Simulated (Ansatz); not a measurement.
Total energies of C₂H₃F₂N (`NC=C(F)F`).

```csv
atom,x (Å),y (Å),z (Å)
N1,-0.424,1.024,0.706
C2,-0.159,0.239,-0.418
C3,0.587,-0.851,-0.420
F4,0.940,-1.525,-1.497
F5,1.122,-1.388,0.667
H6,-1.388,1.322,0.759
H7,-0.151,0.584,1.573
H8,-0.527,0.594,-1.371
```

The species carries charge 0 and has multiplicity 1. Geometry: relaxed with PBE0-D4/def2-TZVP. It is one conformer, not always the lowest. Basis def2-TZVPP, the Gaussian-basis code of Ansatz.

RPA on PBE orbitals: Hartree–Fock energy of these orbitals -330.85236 Eh, correlation -1.56738 Eh (frozen core).

| functional | energy without D4 (Eh) | D4 term (kJ/mol) |
| --- | --- | --- |
| BLYP | -332.50460 | -25.6 |
| r2SCAN0 | -332.35985 | -3.1 |

Give the same for LDA (SPW92), PBE, revPBE, r2SCAN, B97M-V, PBE0, B3LYP, r2SCANh, HSE06 (plane-wave form), BHLYP, CAM-B3LYP, LC-ωPBE, ωB97X-V, ωB97M-V, B2PLYP, PBE-QIDH. (Best estimate.)

The calculation gave: 
| functional | energy without D4 (Eh) | D4 term (kJ/mol) |
| --- | --- | --- |
| LDA (SPW92) | -330.14718 | – |
| PBE | -332.21567 | -11.2 |
| revPBE | -332.45920 | -41.4 |
| r2SCAN | -332.40568 | -2.7 |
| B97M-V | -332.48128 | – |
| PBE0 | -332.21887 | -9.2 |
| B3LYP | -332.56597 | -17.8 |
| r2SCANh | -332.38682 | -2.8 |
| HSE06 (plane-wave form) | -332.20408 | -8.4 |
| BHLYP | -332.40716 | -11.9 |
| CAM-B3LYP | -332.45496 | -9.1 |
| LC-ωPBE | -332.36784 | – |
| ωB97X-V | -332.45340 | – |
| ωB97M-V | -332.46467 | – |
| B2PLYP | -332.34550 | – |
| PBE-QIDH | -332.16953 | – |

B3LYP takes the VWN-RPA correlation (the form of Gaussian; ORCA's B3LYP/G). HSE06 is the plane-wave form, built on full-range PBE exchange. The double hybrids freeze the cores in their second-order part.

LC-ωPBE has ω = 0.4 bohr⁻¹.
